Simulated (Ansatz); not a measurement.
Voigt–Reuss–Hill shear modulus (GPa) of solids drawn from the class of alkali halides, at two levels: PBE (plane waves, PAW; Ansatz, a quantum-chemistry and plane-wave program), and PBE0 (Ansatz, PAW).

```
solid            PBE  PBE0
--------------  ----  ----
rock-salt NaF   29.5  32.6
rock-salt LiCl  20.3  22.3
rock-salt NaI   8.37     ?
rock-salt RbCl  7.66  8.03
rock-salt KCl   9.22  9.73
rock-salt LiBr  16.0  17.7
rock-salt KI    5.67  6.00
```

**Question.** Estimate the withheld PBE0 value from the other rows.

**Answer.** One way: carry over the typical ratio. The ratios PBE0 / PBE of the other rows, in order: 1.048, 1.055, 1.058, 1.099, 1.105, 1.106; median 1.0785. Rock-salt NaI: 8.37 × 1.0785 = 9.03 GPa; the run gives 9.06 GPa. The ratios spread from 1.048 to 1.106, so such an estimate is rough.

Over all 7 rows PBE0 is the larger in 7.

Spin–orbit coupling is left out, also for the solids with elements from indium on (rock-salt NaI, rock-salt KI); its size isn't shown.

Each level is taken at its own relaxed cell. Ansatz's density-functional and Hartree–Fock values are scalar-relativistic unless marked +SOC, with PAW data made under PBE.
